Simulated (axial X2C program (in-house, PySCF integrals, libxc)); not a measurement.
Nuclear properties of PN⁺

Calculated with an in-house all-electron X2C program for linear molecules (integrals from PySCF): two-component X2C with atomic mean-field Coulomb and Gaunt terms, Gaussian nuclei, basis P dyall-v3z, N dyall-av3z with contracted cores.

R = 1.561 Å (near the PBE0 minimum at charge 1 of the determinant lowest at the starting distance; the state shown can have its own minimum elsewhere).

Input and command:
```json
{"zs": [15, 7], "q": 1, "bas": ["dyall-v3z", "dyall-av3z"], "r0": 1.62, "levels": ["PBE0", "HF", "r2SCAN", "PBE50", "BP86"], "nst": 3}
```
```bash
python soeom.py task.json out
```

Keys: zs atomic numbers; q charge; bas basis sets; r0 starting distance in Å; levels methods; nst determinants followed.

Determinant lowest in the PBE0 search, Ω = 1/2 (⟨Sz⟩ = 0.50, ⟨Lz⟩ = 0.00 at PBE0), spin on the atoms P -0.08, N 0.58:

```tsv
level	Eeff magnitude (GV/cm)	Ws magnitude P (kHz)	Ws magnitude N (kHz)	A∥/gI P (MHz)	qzz P (a.u.)	A∥/gI N (MHz)	qzz N (a.u.)
PBE0	0.0553	0.0747	0.0338	48	-0.36	518	0.73
HF	0.0845	0.101	0.0396	-76.3	-0.10	711	0.53
r2SCAN	0.0728	0.0867	0.0335	74.2	-0.28	564	0.71
PBE50	0.0486	0.0713	0.0365	22.1	-0.42	557	0.70
BP86	0.0779	0.0897	0.0303	129	-0.18	474	0.71
```

Determinant 0.13 eV from it at PBE0 and this distance, Ω = 3/2 (⟨Sz⟩ = 0.50, ⟨Lz⟩ = 1.00 at PBE0), spin on the atoms P 0.10, N 0.40:

```csv
level,Eeff magnitude (GV/cm),Ws magnitude P (kHz),Ws magnitude N (kHz),A∥/gI P (MHz),qzz P (a.u.),A∥/gI N (MHz),qzz N (a.u.)
PBE0,0.000554,0.000266,0.000115,122,-2.62,64.6,-1.45
HF,0.0457,0.0107,0.000452,222,-2.67,-0.000146,-1.38
r2SCAN,2.86e-05,0.000341,9.26e-05,135,-2.54,70.5,-1.48
PBE50,0.00641,0.00116,0.000158,140,-2.71,48.6,-1.44
BP86,0.00127,0.000753,0.000129,116,-2.51,70.8,-1.46
```

Eeff is the effective electric field on the electron electric dipole moment in this Ω state and Ws the scalar–pseudoscalar constant of the nucleus named (defined with the proton number Z and per Ω); A∥ (defined per Ω) follows by multiplying with gI = μI/(I μN); qzz is the electric field gradient, eQq0 = 234.96 MHz × Q/barn × qzz. The operators were transformed with the bare-nucleus X2C matrices; with these basis sets, hyperfine constants and field gradients can be off by tens of per cent, and where levels differ in sign neither size nor sign is settled.

**Question.** With gI(14N) = 0.4038, Q(14N) = 0.02044 barn (g factors from the IAEA table of nuclear moments by Stone; Q from Pyykkö, Mol. Phys. 2018), turn the PBE0 values of the first state into constants in MHz.

**Answer.** A∥(14N) = 518 × 0.4038 = 209 MHz; eQq0(14N) = 234.96 × (0.02044) × (0.73) = 3.51 MHz.

Each state is one determinant with collinear spin. Unrestricted Hartree–Fock can overshoot spin polarisation at the nuclei. In the state Ω = 3/2 the sign of Eeff differs between levels (BP86 against PBE0). Where Eeff spreads by more than a factor of two the levels disagree and none is to be relied on. At PBE50 a later determinant lies lower. States lie within half an eV, so the first need not be the ground state. The sign of Ws at P differs between levels in the second state. Where a field gradient or hyperfine factor spreads by more than a factor of two over the levels, a constant derived from it is not to be relied on. PBE0 term energies can be off by some tenths of an eV.
